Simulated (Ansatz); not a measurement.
## Two structures, one formula

Two relaxed structures of SiH$_{3}$SO, doublet (PBE0-D4/def2-TZVP; forces vanish, vibrations not checked).

A:

| atom | x (Å) | y (Å) | z (Å) |
| --- | --- | --- | --- |
| Si1 | -0.2986 | 0.4638 | -0.2760 |
| O2 | 0.9219 | -1.6884 | 1.3234 |
| S3 | 1.1592 | -1.1738 | -0.0801 |
| H4 | -1.6556 | -0.1033 | -0.0932 |
| H5 | -0.1283 | 1.0272 | -1.6397 |
| H6 | 0.0014 | 1.4745 | 0.7656 |

B:

```
6
angstrom
Si -0.0592 -0.3109 -0.4209
O 1.4758 0.2503 -0.2945
S -0.3290 -2.3535 0.0528
H -0.9869 0.3449 0.5445
H -0.4481 -0.0430 -1.8225
H 1.9608 0.0503 0.5080
```

Ansatz 0.2.0; basis: def2-TZVPP; cores frozen in the correlated methods; orbitals are unrestricted. B3LYP uses VWN-RPA correlation.

(1) Which structure is lower at CCSD(T), and by how much? (Judge from chemistry; the value comes from the calculation.)

T1 diagnostic: at most 0.030. ⟨S²⟩ of the unrestricted Hartree–Fock references: 0.76 to 0.78 (a pure state has 0.75).

Results:

(1) By the calculation: B, by 2.216 eV (electronic energy, against the other). By their contacts, A is SiH₃SO ([O][S][SiH3]) and B is SiH₃SO ([OH][SiH2][S]).

All methods give the same order:

```json
{"method": "PBE-D4", "E(B) − E(A) (eV)": "-1.748"}
{"method": "r2SCAN-D4", "E(B) − E(A) (eV)": "-1.973"}
{"method": "PBE0-D4", "E(B) − E(A) (eV)": "-1.994"}
{"method": "B3LYP-D4", "E(B) − E(A) (eV)": "-1.976"}
{"method": "wB97M-V", "E(B) − E(A) (eV)": "-2.106"}
{"method": "HF", "E(B) − E(A) (eV)": "-2.551"}
{"method": "MP2", "E(B) − E(A) (eV)": "-2.481"}
{"method": "CCSD", "E(B) − E(A) (eV)": "-2.301"}
{"method": "CCSD(T)", "E(B) − E(A) (eV)": "-2.216"}
```

Labels in which every atom is bracketed show which atoms are joined, not bond orders.

For scale, one of the runs: CCSD(T)/def2-TZVPP, 157 basis functions, launched by `ansatz run in.yaml --threads 2 --pin off --events-out ev --progress --plain --max-ram 4352MiB`. The run took 83 s on 2 CPU threads of an Arm Neoverse V1 (shared host), with 2.4 GiB of host memory at its peak.
